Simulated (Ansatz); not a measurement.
Rhombohedral A7 Sb, treated with r²SCAN in Ansatz (plane waves, PAW).

Numerical settings: plane-wave cutoff 600 eV, 12×12×12 k mesh, Fermi–Dirac smearing 0.1 eV, finite displacements, scalar-relativistic PAW data made under PBE.

Computed at the level's own relaxed cell.

```xyz
2
Lattice="2.1701 1.2529 3.8707 -2.1701 1.2529 3.8707 0.0000 -2.5058 3.8707" Properties=species:S:1:pos:R:3 pbc="T T T"
Sb     0.0000     0.0000     8.9245
Sb     0.0000     0.0000     2.6875
```

Harmonic phonon frequencies (cm⁻¹; i marks an imaginary mode):

```
q point           frequencies
-------  --------------------
Γ           0 0 0 112 112 156
T        51 51 64 151 151 171
L        68 77 86 142 144 159
```

No imaginary mode appears at these points.

Note: the cell comes from a level without a dispersion term, which matters for the spacing of layers, chains or molecules.

Ansatz is an electronic-structure program.
